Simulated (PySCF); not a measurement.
## Core-level binding energies of (H2B-mu-H)3

Species: (H2B-mu-H)3.
Z-matrix (Å and degrees, PBE0-D3(BJ)/def2-SVP geometry), rows numbered from 1:
```
B 
H   1  1.2027
H   1  1.2076  2  118.69
H   1  1.3217  2   99.62  3  -112.56
B   4  1.2987  1   97.60  2  -129.77
H   5  1.1983  4  116.80  1   -84.13
H   5  1.2121  4   90.41  1   154.66
H   5  1.2995  4  115.40  1    65.57
B   8  1.3244  5   96.40  4   -73.35
H   9  1.2040  8   95.98  5   141.29
H   9  1.2061  8  109.19  5   -95.64
H   1  1.3105  2  115.22  3   106.72
```

Level of theory: PySCF 2.14.0, delta-SCF UKS SCAN, pcX-2 on the ionised atom, pcseg-1 elsewhere, spin-free X2C. Vertical ΔSCF values, vacuum level as zero.

Task: What binding energy does each computed site have?

Result: 
```
atom(s)  bonded to  level  binding energy (eV)  count
  B1/B9        4 H   B 1s               196.12      2
```

Task: What is the longest wavelength that can ionise B 1s of B1/B9 vertically?

Result: λ = hc/E = 12398.42 eV Å / 196.12 eV = 63.219 Å.

One atom of each set of topologically equivalent atoms was ionised and stands for the set; in this conformer not all members are related by symmetry, and their own values weren't computed. The list is incomplete; no value stands for B 1s of B5. Geometry: PBE0-D3(BJ)/def2-SVP; no solvent, vibrations or thermal averaging.

Hardware: one thread of an Intel Xeon at 2.70 GHz, no GPU (shared host). Cost: 6.3 s, 0.45 GiB resident at most.
